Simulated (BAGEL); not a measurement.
# SiH2OF (SMILES O[SiH]F): UHF/STO-3G (density fitting with qzvpp-jkfit)

What is the vertical ionisation energy of SiH2OF at UHF/STO-3G (density fitting with qzvpp-jkfit)? 

The calculation is run with BAGEL 1.2.2.

3 further runs of the same task are left out: 2 that didn't finish, 1 set aside as unsound or not needed.

### Step 1. The system as given

SiH2OF: 5 atoms, total charge 0, spin state doublet. As SMILES, `O[SiH]F`. Geometry: relaxed at PBE0-D4/def2-TZVP. This is one conformer, not always the lowest.

Bond lengths: O1–Si2 1.636 Å, Si2–F3 1.603 Å, O1–H4 0.959 Å, Si2–H5 1.490 Å. Angles: O1–Si2–F3 110.5°, O1–Si2–H5 105.3°, F3–Si2–H5 107.6°, Si2–O1–H4 119.2°.

### Step 2. A single-point energy at UHF/STO-3G (density fitting with qzvpp-jkfit)

Contents of calc.json:

```json
{ "bagel": [

{
  "title": "molecule",
  "basis": "sto-3g",
  "df_basis": "qzvpp-jkfit",
  "angstrom": true,
  "geometry": [
    { "atom": "O", "xyz": [   -0.615200,   -0.884600,   -0.276300 ] },
    { "atom": "Si", "xyz": [    0.283900,    0.245700,    0.493100 ] },
    { "atom": "F", "xyz": [    0.207000,    1.646500,   -0.283100 ] },
    { "atom": "H", "xyz": [   -1.564500,   -0.765100,   -0.338000 ] },
    { "atom": "H", "xyz": [    1.688800,   -0.242600,    0.404400 ] }
  ]
},
{
  "title": "uhf",
  "nopen": 1
},
{
  "title": "print",
  "file": "orbitals.molden",
  "orbitals": true
}

]}
```

Launch:

```bash
$ BAGEL_NUM_THREADS=1 BAGEL calc.json > calc.out
```

Standard output:

```text
* using 1 threads per process

  ===============================================================
  ===============================================================

  *** Geometry ***

  { "atom" : "O", "xyz" : [     -1.162560,     -1.671652,     -0.522131 ] },
  { "atom" : "Si", "xyz" : [      0.536493,      0.464306,      0.931824 ] },
  { "atom" : "F", "xyz" : [      0.391173,      3.111434,     -0.534981 ] },
  { "atom" : "H", "xyz" : [     -2.956477,     -1.445829,     -0.638727 ] },
  { "atom" : "H", "xyz" : [      3.191369,     -0.458448,      0.764205 ] },

  Number of auxiliary basis functions:      318

  Since a DF basis is specified, we compute 2- and 3-index integrals:
    o Being stored without compression. Storage requirement is 0.001 GB

  Number of basis functions:       21
  Number of electrons      :       33

    * METHOD: MOLECULE                             0.06

  *** Open-shell HF ***

  === Nuclear Repulsion ===
   110.1367669093

      * DIIS with orbital gradients will be used.

  === UHF iteration (sto-3g) ===
      0       -458.53080595          0.04167613           0.01
      1       -458.60907952          0.00938423           0.01
      2       -458.61436406          0.00291936           0.01
      3       -458.61508542          0.00116192           0.01
      4       -458.61535972          0.00030600           0.01
      5       -458.61539653          0.00011287           0.01
      6       -458.61540797          0.00003528           0.01
      7       -458.61540987          0.00001988           0.01
      8       -458.61541068          0.00000350           0.01
      9       -458.61541069          0.00000088           0.01
     10       -458.61541070          0.00000043           0.01
     11       -458.61541070          0.00000016           0.01
     12       -458.61541070          0.00000006           0.01
     13       -458.61541070          0.00000003           0.01
     14       -458.61541070          0.00000001           0.01
     15       -458.61541070          0.00000000           0.01
    * SCF iteration converged.

    * S^2 (UHF) is 0.7547

    * Permanent dipole moment:
           (    0.424988,    -0.062452,    -0.573974) a.u.

    * METHOD: UHF                                  0.16

    * METHOD: PRINT                                0.00

  ===============================================================
```

Wall time 0.44 s (1 thread of Intel Xeon Platinum 8488C (Sapphire Rapids), shared host).

### Step 3. The singlet cation

Contents of calc.json:

```json
{ "bagel": [

{
  "title": "molecule",
  "basis": "sto-3g",
  "df_basis": "qzvpp-jkfit",
  "angstrom": true,
  "geometry": [
    { "atom": "O", "xyz": [      -0.615200,      -0.884600,      -0.276300 ] },
    { "atom": "Si", "xyz": [       0.283900,       0.245700,       0.493100 ] },
    { "atom": "F", "xyz": [       0.207000,       1.646500,      -0.283100 ] },
    { "atom": "H", "xyz": [      -1.564500,      -0.765100,      -0.338000 ] },
    { "atom": "H", "xyz": [       1.688800,      -0.242600,       0.404400 ] }
  ]
},

{ "title": "hf", "charge": 1 },

{ "title": "print", "file": "orbitals.molden", "orbitals": true }

]}
```

Launch:

```bash
$ BAGEL_NUM_THREADS=1 BAGEL calc.json > calc.out
```

Standard output:

```text
* using 1 threads per process

  ===============================================================
  ===============================================================

  *** Geometry ***

  { "atom" : "O", "xyz" : [     -1.162560,     -1.671652,     -0.522131 ] },
  { "atom" : "Si", "xyz" : [      0.536493,      0.464306,      0.931824 ] },
  { "atom" : "F", "xyz" : [      0.391173,      3.111434,     -0.534981 ] },
  { "atom" : "H", "xyz" : [     -2.956477,     -1.445829,     -0.638727 ] },
  { "atom" : "H", "xyz" : [      3.191369,     -0.458448,      0.764205 ] },

  Number of auxiliary basis functions:      318

  Since a DF basis is specified, we compute 2- and 3-index integrals:
    o Being stored without compression. Storage requirement is 0.001 GB

  Number of basis functions:       21
  Number of electrons      :       33

    * METHOD: MOLECULE                             0.06

  *** RHF ***

  === Nuclear Repulsion ===
   110.1367669093

      * DIIS with orbital gradients will be used.

  === RHF iteration (sto-3g) ===
      0       -458.28712144          0.02690398           0.00
      1       -458.39126464          0.01210245           0.00
      2       -458.40871552          0.00172829           0.00
      3       -458.40961188          0.00076017           0.00
      4       -458.40976967          0.00026748           0.00
      5       -458.40979972          0.00007123           0.00
      6       -458.40980194          0.00002567           0.00
      7       -458.40980227          0.00001114           0.00
      8       -458.40980234          0.00000431           0.00
      9       -458.40980235          0.00000162           0.00
     10       -458.40980235          0.00000071           0.00
     11       -458.40980235          0.00000033           0.00
     12       -458.40980235          0.00000014           0.00
     13       -458.40980235          0.00000005           0.00
     14       -458.40980235          0.00000002           0.00
     15       -458.40980235          0.00000001           0.00
     16       -458.40980235          0.00000000           0.00
    * SCF iteration converged.

    * Permanent dipole moment:
           (    0.278680,     0.199973,    -1.251116) a.u.

    * METHOD: HF                                   0.11

    * METHOD: PRINT                                0.00

  ===============================================================
```

It took 0.42 s on 1 thread of Intel Xeon Platinum 8488C (Sapphire Rapids), shared host.

### Step 4. Results

Level: UHF/STO-3G (density fitting with qzvpp-jkfit).

```
                                          quantity          value
                      doublet SiH2OF: total energy  -458.61541 Eh
                     doublet SiH2OF: dipole moment         1.82 D
                              doublet SiH2OF: ⟨S²⟩          0.755
                      singlet cation: total energy  -458.40980 Eh
                       singlet cation: HOMO energy      -18.47 eV
                       singlet cation: LUMO energy       -5.02 eV
                     singlet cation: HOMO–LUMO gap       13.44 eV
vertical ionisation energy (to the singlet cation)       5.595 eV
```

What this shows: Removing an electron at fixed nuclei costs 5.59 eV (129 kcal/mol). Only the singlet of the ionised species was computed; a triplet could lie lower. In a minimal basis such a difference can be off by several eV, whatever the method.
